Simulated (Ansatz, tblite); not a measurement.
Forces on the cluster P₅⁺ at its B3LYP-D4/def2-SVP geometry. The state is a singlet with charge 1.

The xTB rows come from tblite. The structure comes from a short search, and lower isomers may exist.

GFN1-xTB (tblite), largest force 1.08 eV/Å:

```xyz
5
positions Å, forces eV/Å
P    -0.636    0.968   -0.796    0.489   -0.743    0.612
P     0.825   -0.856   -1.080   -0.434    0.473    0.448
P     1.387    0.714    0.380   -0.699   -0.262   -0.238
P    -1.069   -1.198    0.019    0.453    0.634   -0.069
P    -0.507    0.372    1.478    0.191   -0.103   -0.752
```

GFN2-xTB (tblite), largest force 1.06 eV/Å:

```
P 0.481 -0.730 0.601
P -0.236 0.289 0.074
P -0.334 0.017 -0.182
P 0.093 0.349 -0.119
P -0.003 0.075 -0.374
```

LDA (SPW92)/def2-TZVP (Ansatz), largest force 1.12 eV/Å:

```
P 0.509 -0.772 0.636
P -0.451 0.491 0.464
P -0.724 -0.270 -0.247
P 0.469 0.658 -0.072
P 0.197 -0.106 -0.781
```
